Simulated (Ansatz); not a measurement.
```yaml
crystal:
  periodic: [false, false, false]
  atoms:
    - {symbol: C, position_ang: [-0.733796, 1.789513, -1.320629]}
    - {symbol: C, position_ang: [-0.302672, -0.629790, 0.941392]}
    - {symbol: C, position_ang: [2.106523, -2.752902, 0.123811]}
    - {symbol: O, position_ang: [3.785080, -3.984415, 1.657210]}
    - {symbol: H, position_ang: [-1.192318, 0.864520, -3.487864]}
    - {symbol: H, position_ang: [-2.570902, 3.202433, -0.695989]}
    - {symbol: H, position_ang: [1.227788, 3.162506, -1.503504]}
    - {symbol: H, position_ang: [0.162226, 0.237670, 3.142764]}
    - {symbol: H, position_ang: [-2.287229, -1.991177, 1.105186]}
basis:
  gaussian: {orbitals: def2-TZVPP}
magnetization: {spin_polarized: true, initial_magnetization: 1}
hamiltonian: {xc: {name: PBEsol}, dispersion: d3bj}
output: {forces: true}
```

```sh
$ ansatz run in.yaml --threads 4 --pin off --events-out ev --progress --plain --max-ram 10444MiB
```

Shortened log:

```
Functional definition: PBEsol
  name "PBEsol"
  cite "Perdew et al., Phys. Rev. Lett. 100, 136406 (2008) doi:10.1103/PhysRevLett.100.136406"
  cite "Perdew, Burke & Ernzerhof, Phys. Rev. Lett. 77, 3865 (1996) doi:10.1103/PhysRevLett.77.3865"
  parent pbesol
  exchange = pbesol_x
  correlation = pbesol_c
986 factors; their error is unknown
mean field evaluation 1: about -5137.3189 eV, gradient 7.2e1 eV
mean field evaluation 2: about -4677.8025 eV, gradient 1.5e2 eV
mean field evaluation 4: about -5012.4425 eV, gradient 1.2e2 eV
mean field evaluation 8: about -5173.4712 eV, gradient 3.0e0 eV
mean field evaluation 16: about -5175.3237 eV, gradient 1.2e-1 eV
mean field evaluation 32: about -5175.3246 eV, gradient 1.6e-5 eV
mean field -5175.47649247 eV, -190.1952530342 hartree, gradient 4.1e-6 eV, S^2 4.929078; 12 other end points of the search recorded, 0 dependent functions left out
the calculation of the forces begins
reference -5175.47656001 eV, -190.1952555162 hartree; 16, 15 occupied and 178, 179 virtual orbitals, 986 factors
Total energy: -5175.52577186 eV, -190.1970640184 hartree
Atom 0 at    -0.733796     1.789513    -1.320629 Å, force    -0.052043     0.794418    -0.214662 eV/Å
Atom 1 at    -0.302672    -0.629790     0.941392 Å, force    -0.417625    -0.234730     0.667294 eV/Å
Atom 2 at     2.106523    -2.752902     0.123811 Å, force     1.033935    -0.735709     1.256358 eV/Å
Atom 3 at     3.785080    -3.984415     1.657210 Å, force    -1.326501     0.987855    -1.180516 eV/Å
Atom 4 at    -1.192318     0.864520    -3.487864 Å, force     0.146405     0.270281     0.716521 eV/Å
Atom 5 at    -2.570902     3.202433    -0.695989 Å, force     0.888966    -0.675886    -0.297768 eV/Å
Atom 6 at     1.227788     3.162506    -1.503504 Å, force    -0.929817    -0.647216     0.088830 eV/Å
Atom 7 at     0.162226     0.237670     3.142764 Å, force    -0.219751    -0.368475    -0.968295 eV/Å
Atom 8 at    -2.287229    -1.991177     1.105186 Å, force     0.876432     0.609461    -0.067763 eV/Å
Dipole moment:    -0.479830     0.551578    -0.674278 e Å
```

**Question.** Something in this input is off. What?

**Answer.** The geometry is stretched to more than twice its size. The calculation finished and met its thresholds. The result belongs to that input, not to the molecule as meant.
